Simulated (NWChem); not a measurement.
BF₃; SMILES FB(F)F

```xyz
4

B      0.0000     0.0000    -0.0023
F     -0.3492    -1.2763     0.0004
F     -0.9307     0.9406     0.0004
F      1.2799     0.3357     0.0004
```
Atoms are numbered in this order, from 1.

All runs: NWChem. Geometry: optimised at PBE-D3(BJ)/def2-SVP. Vzz is the largest principal value of the second derivative of the potential at the nucleus (NWChem prints the opposite sign); η is the asymmetry. Non-relativistic.

For level CAM-B3LYP/def2-SVP:

| Item | Result |
|---|---|
| Vzz B1 (a.u.) | 0.266 |

Q: Estimate the same quantities for level PBE/def2-SVP.

A: The vzz B1 (a.u.) is 0.229.
